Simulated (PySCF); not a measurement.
**Working out the ionisation energy of Ne**

Ne [Ne] (1S) → Ne⁺ [He] 2s2 2p5 (2P). Calculation: PySCF 2.14, in aug-cc-pwCVTZ (7s6p4d2f, 59 functions); no relativity, point nucleus. Frozen: nothing. Energies in hartree (1 hartree = 27.21139 eV):

```csv
part,Ne (lower),Ne⁺ (upper)
UHF,-128.533294,-127.809780
MP2 opposite-spin,-0.255831,-0.205916
MP2 same-spin,-0.082609,-0.059075
```

**Question.** What does Hartree-Fock give?

**Answer.** (-127.809780) − (-128.533294) = 0.723514 hartree = 19.688 eV.

**Question.** What do MP2 and SCS-MP2 (6/5 opposite-spin, 1/3 same-spin) give?

**Answer.** The opposite-spin parts differ by 1.358 eV and the same-spin parts by 0.640 eV. MP2: 19.688 + (1.358) + (0.640) = 21.686 eV. SCS-MP2: 19.688 + 1.2 × (1.358) + (0.640)/3 = 21.531 eV.

Measured between the centres of the two terms (NIST): 21.597 eV, so MP2 (valence and next inner shell) is off by 0.089 eV.

What remains against the reference includes basis incompleteness and correlation beyond second order.
